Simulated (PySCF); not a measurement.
**Orbital picture of ClF**

ωB97X-V at R = 1.622 Å; basis Cl def2-TZVPPD, F def2-TZVPPD; no relativity; PySCF 2.14. State: ¹Σ⁺ (singlet), closed shell. Only the outer orbitals are listed, counted within each symmetry.

```json
{"orbital": "5σ", "occ.": "2", "ε (eV)": "-37.54", "on Cl (%)": "15", "main shells (%)": "83 F s, 9 Cl s"}
{"orbital": "6σ", "occ.": "2", "ε (eV)": "-26.26", "on Cl (%)": "83", "main shells (%)": "83 Cl s, 9 F s"}
{"orbital": "7σ", "occ.": "2", "ε (eV)": "-17.67", "on Cl (%)": "42", "main shells (%)": "54 F p, 33 Cl p, 8 Cl s"}
{"orbital": "2π", "occ.": "2", "ε (eV)": "-16.63", "on Cl (%)": "21", "main shells (%)": "79 F p, 19 Cl p"}
{"orbital": "2π", "occ.": "2", "ε (eV)": "-16.63", "on Cl (%)": "21", "main shells (%)": "79 F p, 19 Cl p"}
{"orbital": "3π", "occ.": "2", "ε (eV)": "-12.00", "on Cl (%)": "81", "main shells (%)": "80 Cl p, 19 F p"}
{"orbital": "3π", "occ.": "2", "ε (eV)": "-12.00", "on Cl (%)": "81", "main shells (%)": "80 Cl p, 19 F p"}
{"orbital": "8σ", "occ.": "0", "ε (eV)": "-0.70", "on Cl (%)": "83", "main shells (%)": "72 Cl p, 21 F p, 8 Cl d"}
```

Task: Which are the highest filled and the lowest empty level, where do they sit, and how wide is the gap?

Result: Highest filled 3π at -12.00 eV (in %: 80 Cl p, 19 F p); lowest empty 8σ at -0.70 eV (in %: 72 Cl p, 21 F p, 8 Cl d); the gap at ωB97X-V is 11.30 eV.

| Quantity | Value |
| --- | --- |
| bond order (Mayer) | 0.94 |
| ⟨S²⟩ | 0.000 |
| charge on Cl (Mulliken, basis-dependent) | 0.14 |
| charge on Cl (Löwdin, basis-dependent) | 0.60 |
| dipole moment (positive dipole means Cl(−)F(+)) | -0.85 D |
